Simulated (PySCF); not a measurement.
# Gas-phase thermal properties of H₃SiCCH

Method: PySCF energies (xtb for GFN2) plus ideal-gas RRHO corrections (1 bar). 6-31G* has spherical d functions here. All species are closed-shell singlets. B3LYP is the form with VWN-RPA correlation. The harmonic model lacks anharmonicity and excited electronic states, which grow with temperature; levels with a mode under 35 cm⁻¹ are left out.

| level | point group | σ | ZPE (kJ/mol) | S°298 (J/mol/K) | Cp298 (J/mol/K) | S°1000 (J/mol/K) | H1000 − H298 (kJ/mol) |
|---|---|---|---|---|---|---|---|
| B3LYP/6-31G* | C3v | 3 | 114.6 | 268.0 | 71.9 | 388.5 | 73.6 |
| GFN2-xTB | C3v | 3 | 108.9 | 273.2 | 77.7 | 398.4 | 76.0 |
| HF/6-31G* | C3v | 3 | 123.7 | 264.3 | 66.9 | 379.5 | 70.7 |
| PBE/def2-SVP | C3v | 3 | 110.8 | 269.5 | 73.3 | 391.8 | 74.7 |
| PBE0/def2-TZVP | C3v | 3 | 114.2 | 268.2 | 71.7 | 388.7 | 73.6 |
σ: rotational symmetry number. Electronic degeneracy used: 1. Frequencies are unscaled.
